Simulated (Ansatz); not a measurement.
Mulliken charges of SSi, SMILES `[Si-]#[S+]` from PBE/def2-TZVPP in Ansatz (PBE0-D4/def2-TZVP geometry).

```json
{"atom": "Si1", "x (Å)": "0.000", "y (Å)": "0.000", "z (Å)": "0.000", "charge (e)": "0.215"}
{"atom": "S2", "x (Å)": "0.000", "y (Å)": "0.000", "z (Å)": "1.930", "charge (e)": "-0.215"}
```

**Question.** By hand: the dipole of these point charges (1 e Å = 4.8032 D).

**Answer.** Σ q r = (0.000, 0.000, -0.415) e Å, of length 0.415 e Å = 1.99 D.

**Question.** How does the dipole of the full density compare? (An estimate is asked.)

**Answer.** Computed: (0.000, 0.000, -0.312) e Å, 1.50 D; the point charges give 1.33 times that, at 0° from its direction.

Point charges leave out the atoms' own dipoles, such as those of lone pairs, and Mulliken's split depends on the basis, so the two needn't agree.
